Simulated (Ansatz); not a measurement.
Ansatz (a first-principles code) input (PBE/6-31G*):

Ansatz 0.2 input:
```yaml
crystal:
  periodic: [false, false, false]
  atoms:
    - {symbol: C, position_ang: [-0.00530785, -0.03292262, -1.25255471]}
    - {symbol: Si, position_ang: [0.00176161, -0.01626018, 0.52594046]}
    - {symbol: H, position_ang: [-0.90647034, 0.32687280, -1.75455355]}
    - {symbol: H, position_ang: [0.90272032, 0.29878124, -1.76148183]}
    - {symbol: H, position_ang: [0.02469593, 1.23745090, 1.43148183]}
    - {symbol: H, position_ang: [-1.20807042, -0.70031235, 1.12295762]}
    - {symbol: H, position_ang: [1.19430902, -0.73761443, 1.11375772]}
basis:
  gaussian:
    orbitals: 6-31G*
hamiltonian:
  xc: {name: PBE}
total_charge: -1
relax: {f_tol: 0.003, max_steps: 120}
```

From the last part of the output:

```
reference -8988.09537661 eV, -330.3064127406 hartree; 13, 13 occupied and 31, 31 virtual orbitals, 597 factors
relax step   4: F+E_penalty+E_count = -8988.09534519 eV  Δ(F+E_penalty+E_count) = -1.039e-3 eV  max|allowed force component| = 5.459e-2 eV/Å  Δτ_max = 0.0121 Å  (28 SCF iters, accepted)
these checks for a lower state are left out or cut short: starts, cluster_reference, orbital_swaps, neighbouring_geometries, increment
integrals: 0.01 GiB planned
597 factors; their error is unknown
mean field: 0.08 GiB planned
mean field -8988.09542241 eV, -330.3064144236 hartree, gradient 2.6e-5 eV, S^2 0.000000; 0 other end points of the search recorded, 0 dependent functions left out
the calculation of the forces begins
reference -8988.09545390 eV, -330.3064155809 hartree; 13, 13 occupied and 31, 31 virtual orbitals, 597 factors
relax step   5: F+E_penalty+E_count = -8988.09542241 eV  Δ(F+E_penalty+E_count) = -7.722e-5 eV  max|allowed force component| = 5.429e-2 eV/Å  Δτ_max = 0.0161 Å  (27 SCF iters, accepted)
these checks for a lower state are left out or cut short: starts, cluster_reference, orbital_swaps, neighbouring_geometries, increment
integrals: 0.01 GiB planned
597 factors; their error is unknown
mean field: 0.08 GiB planned
mean field -8988.09575457 eV, -330.3064266305 hartree, gradient 2.6e-5 eV, S^2 0.000000; 0 other end points of the search recorded, 0 dependent functions left out
the calculation of the forces begins
reference -8988.09578606 eV, -330.3064277874 hartree; 13, 13 occupied and 31, 31 virtual orbitals, 597 factors
relax step   6: F+E_penalty+E_count = -8988.09575457 eV  Δ(F+E_penalty+E_count) = -3.322e-4 eV  max|allowed force component| = 1.221e-2 eV/Å  Δτ_max = 0.0060 Å  (28 SCF iters, accepted)
these checks for a lower state are left out or cut short: starts, cluster_reference, orbital_swaps, neighbouring_geometries, increment
integrals: 0.01 GiB planned
597 factors; their error is unknown
mean field: 0.08 GiB planned
mean field -8988.09575770 eV, -330.3064267453 hartree, gradient 4.8e-5 eV, S^2 0.000000; 0 other end points of the search recorded, 0 dependent functions left out
the calculation of the forces begins
reference -8988.09578918 eV, -330.3064279021 hartree; 13, 13 occupied and 31, 31 virtual orbitals, 597 factors
relax step   7: F+E_penalty+E_count = -8988.09575770 eV  Δ(F+E_penalty+E_count) = -3.125e-6 eV  max|allowed force component| = 3.611e-3 eV/Å  Δτ_max = 0.0012 Å  (18 SCF iters, accepted)
these checks for a lower state are left out or cut short: starts, cluster_reference, orbital_swaps, neighbouring_geometries, increment
integrals: 0.01 GiB planned
597 factors; their error is unknown
mean field: 0.08 GiB planned
mean field evaluation 64: about -8988.0958 eV, gradient 6.6e-6 eV
mean field -8988.09575976 eV, -330.3064268212 hartree, gradient 1.8e-5 eV, S^2 0.000000; 0 other end points of the search recorded, 0 dependent functions left out
the calculation of the forces begins
reference -8988.09579124 eV, -330.3064279779 hartree; 13, 13 occupied and 31, 31 virtual orbitals, 597 factors
relax step   8: F+E_penalty+E_count = -8988.09575976 eV  Δ(F+E_penalty+E_count) = -2.064e-6 eV  max|allowed force component| = 5.664e-4 eV/Å  Δτ_max = 0.0006 Å  (18 SCF iters, accepted)
integrals: 0.01 GiB planned
597 factors; their error is unknown
mean field: 0.08 GiB planned
mean field -8988.09575976 eV, -330.3064268212 hartree, gradient 1.8e-5 eV, S^2 0.000000; 1 other end points of the search recorded, 0 dependent functions left out
the calculation of the forces begins
reference -8988.09579124 eV, -330.3064279779 hartree; 13, 13 occupied and 31, 31 virtual orbitals, 597 factors
Total energy: -8988.09579124 eV, -330.3064279779 hartree
Atom 0 at    -0.006304    -0.089125    -1.284898 Å, force     0.000003     0.000301    -0.000535 eV/Å
Atom 1 at     0.001923    -0.002870     0.513695 Å, force    -0.000003    -0.000347     0.000566 eV/Å
Atom 2 at    -0.906693     0.341413    -1.766785 Å, force     0.000046    -0.000106     0.000163 eV/Å
Atom 3 at     0.903301     0.313309    -1.773717 Å, force    -0.000048    -0.000105     0.000164 eV/Å
Atom 4 at     0.025064     1.248353     1.483290 Å, force     0.000002     0.000178    -0.000127 eV/Å
Atom 5 at    -1.219939    -0.698706     1.131627 Å, force     0.000000     0.000040    -0.000116 eV/Å
Atom 6 at     1.206288    -0.736378     1.122335 Å, force     0.000000     0.000040    -0.000116 eV/Å
Dipole moment:     0.002905     0.164308     0.092278 e Å
```

The dipole moment of an ion depends on the origin.
